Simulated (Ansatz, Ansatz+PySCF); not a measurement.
```xyz
4

Na    0.0000    0.0000   -1.1859
O     0.0000    0.0000    1.1764
H     0.0000    0.8248    1.8168
H     0.0000   -0.8248    1.8168
```

RHF on singlet NaH2O(+) was run in several spherical basis sets with Ansatz (development build ahead of 0.2.0).

**Question.** Rank the basis sets by the total energy that they give, lowest first, with the distance from the lowest.
A. def2-TZVP
B. cc-pVTZ
C. cc-pVDZ
D. 6-31G(d)
E. def2-SVP

**Answer.** B (0.00 eV), A (0.11 eV), C (0.76 eV), D (1.58 eV), E (4.14 eV).

Totals follow the description of the cores as much as that of the bonds, so this order isn't one of quality for chemistry.
